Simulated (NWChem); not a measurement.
# A calculation on DMSO (C₂H₆OS)

```
S
O 1 1.5172
C 1 1.8499 2 106.49
H 3 1.1063 1 105.79 2 -66.72
H 3 1.1078 4 109.78 1 -116.56
H 3 1.1080 4 110.26 5 -123.52
C 1 1.8499 2 106.49 3 101.38
H 7 1.1063 1 105.79 2 66.72
H 7 1.1078 8 109.78 1 116.56
H 7 1.1080 8 110.26 9 123.52
```
Charge 0, spin multiplicity 1.

All runs are NWChem calculations. The geometry was optimised at PBE/def2-SVP, a minimum by its harmonic frequencies.

No SCF solution was tested for a lower state.

Worked example. At TPSS/def2-TZVP the molecule has a total energy of -553.33576 Ha and the free atoms (multiplicities C 3, S 3, O 3, H 2) O -75.10485, S -398.13529, H -0.49987, C -37.86459 Ha. The electronic atomisation energy is the atoms' sum less the molecule's energy.

2·(-37.86459) + 1·(-398.13529) + 1·(-75.10485) + 6·(-0.49987) = -551.96854 Ha for the atoms; less the molecule's energy this leaves 1.36722 Ha, or 857.9 kcal/mol (3590 kJ/mol), without zero-point, thermal or spin-orbit terms.
